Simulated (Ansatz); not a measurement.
AlH2(CH2SiH3) (CH₇AlSi): single points at one geometry.

```yaml
crystal:
  periodic: [false, false, false]
  atoms:
    - {symbol: Al, position_ang: [0.855381, 1.427610, -0.688989]}
    - {symbol: H, position_ang: [2.440498, 1.424675, -0.623425]}
    - {symbol: H, position_ang: [0.056377, 2.798125, -0.699389]}
    - {symbol: C, position_ang: [-0.114308, -0.259618, -0.733210]}
    - {symbol: Si, position_ang: [-0.577368, -0.922627, 0.950692]}
    - {symbol: H, position_ang: [-1.043531, -0.141152, -1.303350]}
    - {symbol: H, position_ang: [0.493620, -1.025255, -1.229915]}
    - {symbol: H, position_ang: [0.641326, -1.135625, 1.779409]}
    - {symbol: H, position_ang: [-1.443050, 0.050073, 1.672714]}
    - {symbol: H, position_ang: [-1.308944, -2.216207, 0.875473]}
basis:
  gaussian: {orbitals: def2-TZVP, initial_orbitals: start.molden}
hamiltonian: {xc: lda}
scf: {omitted_lower_state_checks: [starts]}
output: {orbitals: {seedname: orbitals}}
```

The file start.molden holds the orbitals of an earlier run on this structure, at another level or in another basis.

```sh
$ ansatz run in.yaml --threads 4 --pin off --events-out ev --progress --plain --max-ram 3916MiB
```

Output, abridged:

```
Functional definition: SPW92
999 factors; their error is unknown
mean field evaluation 1: about -15553.7026 eV, gradient 2.5e1 eV
mean field evaluation 2: about -15554.0261 eV, gradient 4.5e-1 eV
mean field evaluation 4: about -15554.0122 eV, gradient 1.8e-1 eV
mean field -15554.01225101 eV, -571.5994073363 hartree, gradient 6.3e-5 eV, S^2 0.000000; 0 other end points of the search recorded, 0 dependent functions left out
reference -15554.01229849 eV, -571.5994090813 hartree; 20, 20 occupied and 127, 127 virtual orbitals, 999 factors
Total energy: -15554.01229849 eV, -571.5994090813 hartree
Checks for a lower state left out: starts
```

It took 0.86 s on 4 threads of Arm Neoverse V1 on a shared host.

First input, but with `gaussian: {orbitals: 6-31G}`, `hamiltonian: {xc: hf}` (abridged; 0.25 s):

```
Functional definition: HF
mean field -15582.82848861 eV, -572.6583845358 hartree, gradient 1.5e-5 eV, S^2 0.000000
Total energy: -15582.82848861 eV, -572.6583845358 hartree
Checks for a lower state left out: starts
```

First input, but with `hamiltonian: {xc: {name: B97M-V}}` (abridged; 5.5 s):

```
Functional definition: B97M-V
mean field -15622.76129065 eV, -574.1258879433 hartree, gradient 2.6e-5 eV, S^2 0.000000
Total energy: -15622.76136533 eV, -574.1258906877 hartree
Checks for a lower state left out: starts
```

First input, but with `gaussian: {orbitals: def2-SVP, initial_orbitals: start.molden}`, `hamiltonian: {xc: pbe, dispersion: d4}` (abridged; 0.65 s):

```
Functional definition: PBE
mean field -15609.91233963 eV, -573.6536977028 hartree, gradient 8.9e-5 eV, S^2 0.000000
Total energy: -15610.09570165 eV, -573.6604361326 hartree
Checks for a lower state left out: starts
```

As the first input, with `hamiltonian: {xc: {name: PBE-QIDH}}` and without the key `output` (abridged; 2.6 s):

```
Functional definition: PBE-QIDH
mean field -15609.31055746 eV, -573.6315826159 hartree, gradient 1.3e-6 eV, S^2 0.000000
11 core orbitals not correlated: weight in the atoms' cores, before any rotation towards them, 1.000 or more for the frozen orbitals, at most 0.000 for the correlated occupied ones
second order -11.49962475 eV of doubles, -0.00000000 eV of singles
Total energy: -15613.14378124 eV, -573.7724509915 hartree
Checks for a lower state left out: starts
```

First input, but with `hamiltonian: {xc: hf}` (abridged; 0.6 s):

```
Functional definition: HF
mean field -15587.10360862 eV, -572.8154922986 hartree, gradient 6.6e-5 eV, S^2 0.000000
Total energy: -15587.10360862 eV, -572.8154922986 hartree
Checks for a lower state left out: starts
```

First input, but with `hamiltonian: {xc: pbe, dispersion: d4}`, `output: {forces: true, orbitals: {seedname: orbitals}}` (abridged; 1.5 s):

```
Functional definition: PBE
mean field -15616.31049503 eV, -573.8888255769 hartree, gradient 1.1e-5 eV, S^2 0.000000
Total energy: -15616.49386516 eV, -573.8955643050 hartree
Atom 0 force     0.018889     0.033517     0.012105 eV/Å
Atom 1 force     0.139967    -0.001446     0.006649 eV/Å
Atom 2 force    -0.072257     0.120255    -0.001170 eV/Å
Atom 3 force     0.001634    -0.001300    -0.001123 eV/Å
Atom 4 force     0.006376     0.013391     0.025534 eV/Å
Atom 5 force    -0.172214     0.036714    -0.112384 eV/Å
Atom 6 force     0.123998    -0.134470    -0.098542 eV/Å
Atom 7 force     0.140113    -0.025570     0.094785 eV/Å
Atom 8 force    -0.100261     0.111706     0.082674 eV/Å
Atom 9 force    -0.086243    -0.152799    -0.008527 eV/Å
Dipole moment:    -0.037389    -0.080624    -0.202294 e Å
Checks for a lower state left out: starts
```

Geometry: r2SCAN-D4/def2-TZVP.

Correlated methods freeze 11 core orbitals.
